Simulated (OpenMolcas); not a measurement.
## CN at 1.166 Å: OpenMolcas input and output

Input (each module block was a call of its own in one work directory; start orbitals came from a preliminary run):

```
&GATEWAY
Coord
2
angstrom
N 0.0 0.0 0.0
C 0.0 0.0 1.1660
Basis=ANO-RCC-VTZP
Group=XY
RX2C
AMFI
ANGMom
0.0 0.0 0.0
RICD
&SEWARD
&GUESSORB
* RASSCF and CASPT2 blocks for each multiplicity and irrep, as for the first:
&RASSCF
FileOrb=$CurrDir/o21.orb
Symmetry=1
Spin=2
nActEl=9 0 0
Inactive=2 0
RAS2=4 4
CIRoot=3 3 1
Linear
Iterations=120 100
OrbListing=Nothing
PRWF=0.15
>>COPY $Project.RasOrb $CurrDir/o21.orb
>>COPY $Project.rasscf.h5 $CurrDir/r21.h5
&CASPT2
XMultistate=all
Imaginary=0.2
IPEA=0.25
MaxIter=40
>>COPY $Project.JobMix JOB001
&RASSI
Nr of JobIphs=4 3 4 4 2
1 2 3
1 2 3 4
1 2 3 4
1 2
SpinOrbit
EJob
Omega
MEES
MESO
Properties=4
'AngMom' 3 'Mltpl  1' 1 'Mltpl  1' 2 'Mltpl  1' 3
Thrs=1.0d-4
>>COPY $Project.rassi.h5 $CurrDir/so.h5
```

```bash
pymolcas m.inp
```

C2 symmetry about the axis (a holds Σ, Δ, Γ; b holds Π, Φ, H; Σ⁺ and Σ⁻ are not told apart); roots by multiplicity and irrep: 2a 3, 2b 4, 4a 4, 4b 2.

RASSI part of the output, in excerpt:

```
SPIN-FREE ENERGIES:
  (Shifted by EMIN (a.u.) =        -92.6055236812)
 SF State       Relative EMIN(au)   Rel lowest level(eV)    D:o, cm**(-1)      Abs_M
     1             0.0000000000        0.0000000000              0.0000         0.0
     4             0.0503519899        1.3701474467          11050.9844         1.0
     5             0.0503519918        1.3701474983          11050.9848         1.0
     2             0.1181066870        3.2138466769          25921.4216         0.0
     8             0.2257949249        6.1441929128          49556.2579         0.0
     9             0.2671482269        7.2694735877          58632.2586         2.0
    10             0.2672401108        7.2719738751          58652.4248         2.0
     6             0.2893798328        7.8744264035          63511.5321         1.0
     7             0.2893798393        7.8744265782          63511.5335         1.0
    11             0.2963108431        8.0630288001          65032.7131         0.0
     3             0.3131199702        8.5204284500          68721.8900         0.0
    12             0.3147592112        8.5650344695          69081.6618         1.0
    13             0.3147592112        8.5650344695          69081.6618         1.0
++ Dipole transition strengths (spin-free states):
     for osc. strength at least  1.00000000E-05
      From   To        Osc. strength     Einstein coefficients Ax, Ay, Az (sec-1)    Total A (sec-1)
         1    4       3.46522107E-03  2.19486384E+03  2.80081885E+05  0.00000000E+00  2.82276749E+05
         1    5       3.46522144E-03  2.80081942E+05  2.19485859E+03  0.00000000E+00  2.82276801E+05
         1    2       3.95433154E-02  0.00000000E+00  0.00000000E+00  1.77228245E+07  1.77228245E+07
         1    6       1.77116243E-04  4.74994563E+05  1.55250003E+03  0.00000000E+00  4.76547063E+05
         1    7       1.77110371E-04  1.55324635E+03  4.74978038E+05  0.00000000E+00  4.76531285E+05
         1    3       3.12905682E-03  0.00000000E+00  0.00000000E+00  9.85702518E+06  9.85702518E+06
         4    2       4.77394447E-04  5.45661415E+02  6.98696430E+04  0.00000000E+00  7.04153045E+04
         4    7       9.28992188E-04  0.00000000E+00  0.00000000E+00  1.70537524E+06  1.70537524E+06
         4    3       9.86395551E-03  1.70038136E+05  2.17129625E+07  0.00000000E+00  2.18830007E+07
         5    2       4.77401655E-04  6.98707753E+04  5.45588387E+02  0.00000000E+00  7.04163636E+04
         5    6       9.28991303E-04  0.00000000E+00  0.00000000E+00  1.70537349E+06  1.70537349E+06
         5    3       9.86552939E-03  2.17167070E+07  1.69784986E+05  0.00000000E+00  2.18864920E+07
         2    6       9.96657958E-03  9.36367068E+06  3.00052037E+04  0.00000000E+00  9.39367588E+06
         2    7       9.96654570E-03  3.00062692E+04  9.36363839E+06  0.00000000E+00  9.39364466E+06
         2    3       1.11182371E-03  0.00000000E+00  0.00000000E+00  1.35854867E+06  1.35854867E+06
         8   12       1.59847383E-03  6.18223046E+03  4.00305846E+05  0.00000000E+00  4.06488076E+05
         8   13       1.59847088E-03  4.00305077E+05  6.18224884E+03  0.00000000E+00  4.06487326E+05
         9   12       2.80033635E-04  2.03792013E+04  1.63477013E+01  0.00000000E+00  2.03955490E+04
         9   13       2.80033715E-04  1.63488797E+01  2.03792059E+04  0.00000000E+00  2.03955548E+04
        10   12       2.79492928E-04  1.62484372E+01  2.02614251E+04  0.00000000E+00  2.02776735E+04
        10   13       2.79493941E-04  2.02614876E+04  1.62594353E+01  0.00000000E+00  2.02777470E+04
         6    3       1.24752944E-03  2.25186093E+04  7.20102842E+01  0.00000000E+00  2.25906196E+04
         7    3       1.24732604E-03  7.21656074E+01  2.25147584E+04  0.00000000E+00  2.25869240E+04
        11   12       1.09229962E-04  1.17638250E+03  1.80691564E+01  0.00000000E+00  1.19445166E+03
        11   13       1.09229384E-04  1.80684346E+01  1.17637690E+03  0.00000000E+00  1.19444533E+03
 Electric-quadrupole - electric-quadrupole not included
 Electric-dipole - electric-octupole not included
 Electric-dipole - magnetic-quadrupole not included
   Eigenvalues of complex Hamiltonian:
  (Shifted by EMIN (a.u.) =        -92.6055236812)
 SO State       Relative EMIN(au)   Rel lowest level(eV)    D:o, cm**(-1)      Omega
     1            -0.0000002070        0.0000000000              0.0000         0.5
     2            -0.0000002070        0.0000000000              0.0000         0.5
     3             0.0502442651        1.3672217358          11027.3870         1.5
     4             0.0502442651        1.3672217358          11027.3870         1.5
     5             0.0504593500        1.3730744947          11074.5927         0.5
     6             0.0504593500        1.3730744947          11074.5927         0.5
     7             0.1181067101        3.2138529394          25921.4721         0.5
     8             0.1181067101        3.2138529394          25921.4721         0.5
     9             0.2257939567        6.1441721994          49556.0908         1.5
    10             0.2257939567        6.1441721994          49556.0908         1.5
    11             0.2257947780        6.1441945482          49556.2711         0.5
    12             0.2257947780        6.1441945482          49556.2711         0.5
    13             0.2671336064        7.2690813768          58629.0952         1.5
    14             0.2671336064        7.2690813768          58629.0952         1.5
    15             0.2671462440        7.2694252626          58631.8689         1.9
    16             0.2671462440        7.2694252626          58631.8689         1.9
    17             0.2672417837        7.2720250295          58652.8374         2.2
    18             0.2672417837        7.2720250295          58652.8374         2.2
    19             0.2672544788        7.2723704807          58655.6236         3.2
    20             0.2672544788        7.2723704807          58655.6236         3.2
    21             0.2892360784        7.8705202793          63480.0271         0.5
    22             0.2892360784        7.8705202793          63480.0271         0.5
    23             0.2895235760        7.8783434852          63543.1255         1.5
    24             0.2895235760        7.8783434852          63543.1255         1.5
    25             0.2963101510        8.0630155998          65032.6066         0.5
    26             0.2963101510        8.0630155998          65032.6066         0.5
    27             0.2963119973        8.0630658394          65033.0118         1.5
    28             0.2963119973        8.0630658394          65033.0118         1.5
    29             0.3131206988        8.5204539084          68722.0954         0.5
    30             0.3131206988        8.5204539084          68722.0954         0.5
    31             0.3146252474        8.5613947618          69052.3056         0.5
    32             0.3146252474        8.5613947618          69052.3056         0.5
    33             0.3147148310        8.5638324560          69071.9669         0.5
    34             0.3147148310        8.5638324560          69071.9669         0.5
    35             0.3148042667        8.5662661247          69091.5958         1.5
    36             0.3148042667        8.5662661247          69091.5958         1.5
    37             0.3148935549        8.5686957820          69111.1923         2.5
    38             0.3148935549        8.5686957820          69111.1923         2.5
 Weights of the five most important spin-orbit-free states for each spin-orbit state.
 SO State  Total energy (au)           Spin-free states, spin, and weights
    1        -0.000000       1 0.5  1.0000    4 0.5  0.0000    5 0.5  0.0000    6 0.5  0.0000    7 0.5  0.0000
    2        -0.000000       1 0.5  1.0000    4 0.5  0.0000    5 0.5  0.0000    6 0.5  0.0000    7 0.5  0.0000
    3         0.050244       4 0.5  0.5000    5 0.5  0.5000    8 1.5  0.0000   11 1.5  0.0000    9 1.5  0.0000
    4         0.050244       4 0.5  0.5000    5 0.5  0.5000    8 1.5  0.0000   11 1.5  0.0000    9 1.5  0.0000
    5         0.050459       5 0.5  0.5000    4 0.5  0.5000    2 0.5  0.0000    1 0.5  0.0000    9 1.5  0.0000
    6         0.050459       5 0.5  0.5000    4 0.5  0.5000    2 0.5  0.0000    1 0.5  0.0000    9 1.5  0.0000
    7         0.118107       2 0.5  1.0000    5 0.5  0.0000    4 0.5  0.0000   13 1.5  0.0000   12 1.5  0.0000
    8         0.118107       2 0.5  1.0000    5 0.5  0.0000    4 0.5  0.0000   13 1.5  0.0000   12 1.5  0.0000
    9         0.225794       8 1.5  1.0000   11 1.5  0.0000    7 0.5  0.0000    6 0.5  0.0000    4 0.5  0.0000
   10         0.225794       8 1.5  1.0000   11 1.5  0.0000    7 0.5  0.0000    6 0.5  0.0000    4 0.5  0.0000
   11         0.225795       8 1.5  1.0000   11 1.5  0.0000   12 1.5  0.0000   13 1.5  0.0000    7 0.5  0.0000
   12         0.225795       8 1.5  1.0000   11 1.5  0.0000   12 1.5  0.0000   13 1.5  0.0000    7 0.5  0.0000
   13         0.267134       9 1.5  0.8801   10 1.5  0.1199    6 0.5  0.0000    7 0.5  0.0000   13 1.5  0.0000
   14         0.267134       9 1.5  0.8801   10 1.5  0.1199    6 0.5  0.0000    7 0.5  0.0000   13 1.5  0.0000
   15         0.267146       9 1.5  0.9809   10 1.5  0.0191   13 1.5  0.0000   12 1.5  0.0000    6 0.5  0.0000
   16         0.267146       9 1.5  0.9809   10 1.5  0.0191   13 1.5  0.0000   12 1.5  0.0000    6 0.5  0.0000
   17         0.267242      10 1.5  0.9809    9 1.5  0.0191   13 1.5  0.0000   12 1.5  0.0000    6 0.5  0.0000
   18         0.267242      10 1.5  0.9809    9 1.5  0.0191   13 1.5  0.0000   12 1.5  0.0000    6 0.5  0.0000
   19         0.267254      10 1.5  0.8801    9 1.5  0.1199    6 0.5  0.0000    7 0.5  0.0000   13 1.5  0.0000
   20         0.267254      10 1.5  0.8801    9 1.5  0.1199    6 0.5  0.0000    7 0.5  0.0000   13 1.5  0.0000
   21         0.289236       6 0.5  0.5000    7 0.5  0.5000   11 1.5  0.0000   10 1.5  0.0000    9 1.5  0.0000
   22         0.289236       6 0.5  0.5000    7 0.5  0.5000   11 1.5  0.0000   10 1.5  0.0000    9 1.5  0.0000
   23         0.289524       7 0.5  0.5000    6 0.5  0.5000   11 1.5  0.0000   10 1.5  0.0000    9 1.5  0.0000
   24         0.289524       7 0.5  0.5000    6 0.5  0.5000   11 1.5  0.0000   10 1.5  0.0000    9 1.5  0.0000
   25         0.296310      11 1.5  0.9999    3 0.5  0.0000    7 0.5  0.0000    6 0.5  0.0000   12 1.5  0.0000
   26         0.296310      11 1.5  0.9999    3 0.5  0.0000    7 0.5  0.0000    6 0.5  0.0000   12 1.5  0.0000
   27         0.296312      11 1.5  0.9999    7 0.5  0.0000    6 0.5  0.0000    8 1.5  0.0000   12 1.5  0.0000
   28         0.296312      11 1.5  0.9999    7 0.5  0.0000    6 0.5  0.0000    8 1.5  0.0000   12 1.5  0.0000
   29         0.313121       3 0.5  1.0000   11 1.5  0.0000   13 1.5  0.0000   12 1.5  0.0000    6 0.5  0.0000
   30         0.313121       3 0.5  1.0000   11 1.5  0.0000   13 1.5  0.0000   12 1.5  0.0000    6 0.5  0.0000
   31         0.314625      13 1.5  0.5000   12 1.5  0.5000   11 1.5  0.0000    2 0.5  0.0000    3 0.5  0.0000
   32         0.314625      12 1.5  0.5000   13 1.5  0.5000   11 1.5  0.0000    2 0.5  0.0000    3 0.5  0.0000
   33         0.314715      12 1.5  0.5000   13 1.5  0.5000   11 1.5  0.0000   10 1.5  0.0000    9 1.5  0.0000
   34         0.314715      12 1.5  0.5000   13 1.5  0.5000   11 1.5  0.0000   10 1.5  0.0000    9 1.5  0.0000
   35         0.314804      13 1.5  0.5000   12 1.5  0.5000   11 1.5  0.0000   10 1.5  0.0000    9 1.5  0.0000
   36         0.314804      13 1.5  0.5000   12 1.5  0.5000   11 1.5  0.0000   10 1.5  0.0000    9 1.5  0.0000
   37         0.314894      12 1.5  0.5000   13 1.5  0.5000   10 1.5  0.0000    9 1.5  0.0000    3 0.5  0.0000
   38         0.314894      12 1.5  0.5000   13 1.5  0.5000   10 1.5  0.0000    9 1.5  0.0000    3 0.5  0.0000
++ Dipole transition strengths (SO states):
        for osc. strength at least   1.00000000E-05
      From   To        Osc. strength     Einstein coefficients Ax, Ay, Az (sec-1)    Total A (sec-1)
         1    4       3.45778390E-03  1.40233433E+05  1.40235851E+05  0.00000000E+00  2.80469283E+05
         1    5       3.47264288E-03  1.42046870E+05  1.42044390E+05  0.00000000E+00  2.84091260E+05
         1    7       3.95431025E-02  0.00000000E+00  0.00000000E+00  1.77227981E+07  1.77227981E+07
         1   22       1.76856448E-04  2.37697640E+05  2.37678447E+05  0.00000000E+00  4.75376087E+05
         1   23       1.77384861E-04  2.38871415E+05  2.38873337E+05  0.00000000E+00  4.77744752E+05
         1   29       3.12891982E-03  0.00000000E+00  0.00000000E+00  9.85665253E+06  9.85665253E+06
         2    3       3.45778390E-03  1.40233433E+05  1.40235850E+05  0.00000000E+00  2.80469283E+05
         2    6       3.47264288E-03  1.42046870E+05  1.42044390E+05  0.00000000E+00  2.84091260E+05
         2    8       3.95431025E-02  0.00000000E+00  0.00000000E+00  1.77227981E+07  1.77227981E+07
         2   21       1.76856448E-04  2.37697640E+05  2.37678447E+05  0.00000000E+00  4.75376087E+05
         2   24       1.77384861E-04  2.38871415E+05  2.38873337E+05  0.00000000E+00  4.77744752E+05
         2   30       3.12891982E-03  0.00000000E+00  0.00000000E+00  9.85665253E+06  9.85665253E+06
         3    8       4.78290146E-04  3.53859855E+04  3.53859906E+04  0.00000000E+00  7.07719761E+04
         3   24       9.30508407E-04  0.00000000E+00  0.00000000E+00  1.71175452E+06  1.71175452E+06
         3   30       9.86944431E-03  1.09575333E+07  1.09557217E+07  0.00000000E+00  2.19132550E+07
         4    7       4.78290146E-04  3.53859854E+04  3.53859907E+04  0.00000000E+00  7.07719761E+04
         4   23       9.30508407E-04  0.00000000E+00  0.00000000E+00  1.71175452E+06  1.71175452E+06
         4   29       9.86944431E-03  1.09575333E+07  1.09557217E+07  0.00000000E+00  2.19132550E+07
         5    7       4.76513695E-04  3.50320446E+04  3.50308340E+04  0.00000000E+00  7.00628786E+04
```

Only roots inside an energy window near the equilibrium distance were included, so the list of states is not complete; labels number the states computed. Each spin and symmetry block has orbitals of its own, averaged over its own roots, so gaps between blocks are less sure than gaps within one and near the minimum can be off by tenths of an eV, in bad cases by more. No Rydberg orbitals are active, so Rydberg states, and σ→σ* states whose orbital the CASSCF left unused, can be missing between those listed. CASPT2 splits the two components of degenerate states numerically, here by up to 20 cm⁻¹.
